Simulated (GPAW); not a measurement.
# CH2 (SMILES [CH2]): a first try and a second

Aim: the charge distribution of CH2 at UPBE/real-space grid (scalar-relativistic datasets).

The results are computed with GPAW 26.7.0.

11 further runs of the same task are left out: 2 for a known fault of the program, 2 that didn't finish, 7 set aside as unsound or not needed.

### 1 The structure to begin with

The species is CH2 (3 atoms), meant as a triplet with charge 0. As SMILES, `[CH2]`. The shape is that of a GFN2-xTB optimisation.

Bond lengths: C1–H2 1.062 Å, C1–H3 1.062 Å. Angles: H2–C1–H3 135.1°.

### 2 The input as first written

Contents of CH2.xyz:

```xyz
3

C      0.161210    -0.206190     0.067950
H      0.548430     0.731710     0.380840
H     -0.709640    -0.525520    -0.448790
```

Contents of CH2.py:

```python
import numpy as np
from ase.io import read
from ase.units import Debye
from gpaw import GPAW

# Structure
atoms = read("CH2.xyz")
atoms.center(vacuum=4.5)
atoms.set_initial_magnetic_moments([2.0, 0.0, 0.0])

# GPAW settings
calculator = GPAW(mode="lcao",
                  maxiter=71,
                  occupations={"name": "fermi-dirac", "width": 0.0, "fixmagmom": True},
                  poissonsolver={"name": "fd"},
                  basis="tzp",
                  h=0.2,
                  xc="PBE",
                  txt="CH2.txt")
atoms.calc = calculator

energy = atoms.get_potential_energy()
print(f"Energy                  {energy:.5f} eV")
forces = atoms.get_forces()
print("Forces (eV/Ang)")
for symbol, f in zip(atoms.symbols, forces):
    print(f'{symbol:2} {f[0]:9.4f} {f[1]:9.4f} {f[2]:9.4f}')
dipole = atoms.get_dipole_moment() / Debye
print(f"Dipole: {np.linalg.norm(dipole):.3f} D")
```

Run with:

```
$ python3 -u CH2.py | tee CH2.out
```

What it wrote:

```text
FileNotFoundError: Could not find required basis set file "C.tzp.basis".

You need to set the GPAW_SETUP_PATH environment variable to point to
the directories where PAW dataset and basis files are stored.  See
```

Run time: 0.74 s. Hardware: 1 thread of Arm Neoverse V1, shared host; peak memory 0.12 GiB.

### 3 Reading the log

The input was rejected.

The telling line is `FileNotFoundError: Could not find required basis set file "C.tzp.basis".`. What is wrong: a file that the run needs isn't there. To mend it: mode fd in place of lcao.

### 4 The mended input

Contents of run.py:

```python
import numpy as np
from ase.io.zmatrix import parse_zmatrix
from ase.units import Debye
from gpaw import GPAW

# Structure
molecule = parse_zmatrix("""
C
H 1 1.061836
H 1 1.061778 2 135.08464
""")
molecule.center(vacuum=4.5)
molecule.set_initial_magnetic_moments([2.0, 0.0, 0.0])

# DFT calculator
dft = GPAW(mode="fd",
           h=0.18,
           xc="PBE",
           occupations={"name": "fermi-dirac", "width": 0.0, "fixmagmom": True},
           maxiter=150,
           symmetry="off",
           txt="-")
molecule.calc = dft

energy = molecule.get_potential_energy()
print(f"Energy = {energy:.5f} eV")
forces = molecule.get_forces()
print("Forces (eV/Ang)")
for symbol, f in zip(molecule.symbols, forces):
    print(f'{symbol:2} {f[0]:9.4f} {f[1]:9.4f} {f[2]:9.4f}')
dipole = molecule.get_dipole_moment() / Debye
print(f"Dipole: {np.linalg.norm(dipole):.3f} D")
print("Moments:", molecule.get_magnetic_moments().round(3))
```

Run with:

```
$ python run.py
```

What it wrote:

```text
[...]
Number of symmetries: 1
[...]
  Number of IBZ points: 1
[...]
Spin-components: 2 (collinear spins)
Bands:           6
[...]
  Valence electrons: 6.0
[...]
  Grid points: [60 56 52]
  Charge: 0.0  # |e|
[...]
    cutoffs:
[...]
occupation numbers:
  Fixed magnetic moment: 2.000
[...]
xc functional:
  name: PBE with 2 nearest neighbor stencil
[...]
|iter     |     time |      energy | eigst |  dens |  magmom |
[...]
|iter:   1| 00:00:02 |  -12.751799 | +1.31 |       |  +1.9964|
[...]
|iter:  14| 00:00:15 |  -11.998941c| -7.49c| -5.16c|  +2.0000|
Converged in 14 steps
[...]
Energy contributions relative to reference atoms: (reference = -1052.608440)
Energy contributions:
  Kinetic:          13.535216
  Coulomb:         -13.259609
  Zero:              0.070022
  External:          0.000000
  Xc:              -12.344571
  Entropy:           0.000000
  Spinorbit:         0.000000
  ----------------------------
  Free energy:     -11.998941
  Extrapolated:    -11.998941
dipole moment: (0.047402, 0.114755, 0.000000)  # |e|*Ang
Total magnetic moment: (0.000000, 0.000000, 2.000000)
Local magnetic moments
|        x |        y |         z |
|----------|----------|-----------|
| 0.000000 | 0.000000 |  0.613079 |  # C    0
| 0.000000 | 0.000000 | -0.000125 |  # H    1
| 0.000000 | 0.000000 | -0.000103 |  # H    2
Fermi levels: -1.413, -4.510
Eigenvalues  # (at kpt = [0.000, 0.000, 0.000])
| band index |      eig [eV] | occ [0-1] |      eig [eV] | occ [0-1] |
|------------|---------------|-----------|---------------|-----------|
|          0 |       -16.860 |     1.000 |       -15.075 |     1.000 |
|          1 |       -11.331 |     1.000 |       -10.765 |     1.000 |
|          2 |        -6.608 |     1.000 |        -3.278 |     0.000 |
|          3 |        -5.743 |     1.000 |        -2.652 |     0.000 |
|          4 |        -0.174 |     0.000 |         0.375 |     0.000 |
|          5 |         0.939 |     0.000 |         1.221 |     0.000 |
Gap: 2.477 eV
Transition (v -> c):
[...]
Forces (eV/Ang)
C    -0.2058   -0.5420   -0.0000
H     0.8668   -0.0484   -0.0000
H    -0.6547    0.5813   -0.0000
Dipole: 0.596 D
Moments: [ 0.613 -0.    -0.   ]
```

Wall time 16 s (1 thread of Arm Neoverse V1, shared host); peak memory 0.56 GiB.

### 5 Summary of results

Level: UPBE/real-space grid (scalar-relativistic datasets).

| quantity | value |
| --- | --- |
| energy as printed (from the program's reference atoms) | -11.9989 eV |
| dipole moment | 0.60 D |
| HOMO energy (highest over α and β) | -5.74 eV |
| LUMO energy (lowest over α and β) | -3.28 eV |
| largest force on an atom | 0.875 eV/Å |

In words: The largest force is 0.88 eV/Å: the shape isn't a stationary point for this species at this level.
